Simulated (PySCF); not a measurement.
C4H5F.
SMILES: `C#C[C@@H](F)C`

Jobs on this species (10 atoms, 38 electrons) with PySCF (density fitting). Hardware of each: one thread, Arm Neoverse V1, on a shared host. Other jobs ran on the host; a repeat could differ by tens of per cent or more.

**Question.** Rank these jobs by wall time, shortest first.
A. PBE0/pcSseg-2; shieldings; 250 basis functions
B. wB97X-D/def2-SVPD; 10 singlets by full TDDFT, 4 Tamm–Dancoff triplets, polarisability, ΔSCF ions; 143 basis functions
C. PBE0/pcSseg-1; shieldings, charges and field gradients; 110 basis functions

**Answer.** C (6.3 s), A (20 s), B (42 s).

All jobs:

```
                                                             level and settings                                                                           work  basis functions  SCF cycles  wall time
                                                                  PBE0/pcSseg-1                                        shieldings, charges and field gradients              110          14      6.3 s
                                                                    B3LYP/pcJ-1   spin–spin couplings from 10 perturbed nuclei, spin–dipole term for 1 of them              185          14       14 s
                                             PBE0-D3(BJ)/def2-SVP, grid level 1                                    geometry optimisation from a GFN2-xTB start               95          46       18 s
                                             PBE0-D3(BJ)/def2-SVP, grid level 1                   geometry optimisation from a GFN2-xTB start shaken at random               95          47       19 s
                                                                  PBE0/pcSseg-2                                                                     shieldings              250          14       20 s
delta-SCF UKS SCAN, pcX-2 on the ionised atom, pcseg-1 elsewhere, spin-free X2C                                                  ΔSCF core ionisation, 5 holes              126          95       25 s
                                                              wB97X-D/def2-SVPD  10 singlets by full TDDFT, 4 Tamm–Dancoff triplets, polarisability, ΔSCF ions              143          14       42 s
```

**Question.** What do all jobs in the table cost together?

**Answer.** About 2.4 min; the longest takes about 29 % of that, and about 6.7 times as long as the shortest.
